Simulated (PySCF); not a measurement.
`C=C(F)C(=C)F`, C4H4F2

Geometry (Å), atoms numbered from 1 in this order:
```xyz
10

C     1.073   -0.378    1.723
C     0.005   -0.166    0.970
F    -1.226   -0.246    1.488
C     0.000    0.167   -0.448
C    -1.068    0.379   -1.201
F     1.231    0.247   -0.967
H     0.968   -0.619    2.771
H     2.058   -0.309    1.286
H    -2.052    0.310   -0.764
H    -0.963    0.621   -2.250
```

Method: TDDFT CAM-B3LYP/def2-TZVPD excited states, vertical, gas phase (PySCF 2.14.0). Geometry: PBE0-D3(BJ)/def2-TZVP.

**Question.** Give the one- and two-photon strengths of the lowest singlets.

**Answer.** δ for parallel linear polarisation; σ at the peak of a Lorentzian of half width 0.1 eV, single beam; Ω is circular over linear.
```tsv
state	E (eV)	f	photon λ (nm)	δ (au)	σ (GM)	Ω	main
S1	5.86	0.639	423	<0.1	0.00	–	HOMO→LUMO 0.98
S2	6.65	0.000	373	139	2.26	1.50	HOMO→LUMO+1 0.93
S3	7.11	0.000	349	508	9.40	0.84	HOMO−1→LUMO 0.96
S4	7.32	0.057	339	<0.1	0.00	–	HOMO→LUMO+2 0.89
S5	7.54	0.012	329	<0.1	0.00	–	HOMO→LUMO+3 0.70, HOMO→LUMO+8 0.17
S6	7.94	0.000	312	<0.1	0.00	–	HOMO−2→LUMO 0.94
```

Among these, the strongest one-photon state is S1, the strongest two-photon state S3, with a dipole change of 0.0 D (relaxed, norm of the difference vector).
